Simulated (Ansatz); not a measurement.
## Worked example: correlation energy of [Br···H···S], triplet

Geometry: a point of a hydrogen-transfer path between rigid fragments, not a stationary point.

```json
{"atom": "Br", "x (Å)": "0.0000", "y (Å)": "0.0000", "z (Å)": "-1.8270"}
{"atom": "H", "x (Å)": "0.0000", "y (Å)": "0.0000", "z (Å)": "0.0520"}
{"atom": "S", "x (Å)": "0.0000", "y (Å)": "0.0000", "z (Å)": "1.7750"}
```

Basis cc-pVDZ; Ansatz 0.2.0. Only valence electrons are correlated (noble-gas cores and the filled d shells of p-block atoms frozen), which leaves 14 electrons in 31 orbitals. Prefix R: restricted or restricted open-shell reference; prefix U: unrestricted. No spin–orbit coupling is included, and no scalar relativity.

Full CI isn't at hand for all of this; UCCSDT(Q) serves as the reference, and is uncertain by about the last step of the cluster series.

Unrestricted rows (U) aren't spin-pure: their determinants' ⟨S²⟩ exceeds S(S+1) by up to 0.13, so they mix in states of higher spin.

Runs differ by some tens of microhartree through their thresholds and, for an open shell, their frozen cores, so steps under 0.03 kcal/mol mean nothing.

| level | total energy (hartree) |
| --- | --- |
| UHF | -2970.420789 |
| UMP2 | -2970.634256 |
| UCCSD | -2970.673077 |
| UCCSD(T) | -2970.678156 |
| UCCSDT | -2970.679201 |
| UCCSDT(Q) | -2970.679680 |

Q: What is the correlation energy at UCCSDT(Q), and what share of it do UMP2 and UCCSD recover?

A: E(corr) = -2970.679680 − (-2970.420789) = -0.258891 hartree = -7.045 eV. UMP2: -0.213467 / -0.258891 = 82.45 %. UCCSD: -0.252288 / -0.258891 = 97.45 %.

Q: By how many kcal/mol does UCCSD(T) miss UCCSDT(Q) (1 hartree = 627.509 kcal/mol), and which steps make up the rest?

A: -2970.678156 − (-2970.679680) = 0.001524 hartree = 0.96 kcal/mol. Steps: UCCSDT − UCCSD(T) = -0.66, UCCSDT(Q) − UCCSDT = -0.30 kcal/mol. Differences between like states or geometries often cancel part of this.
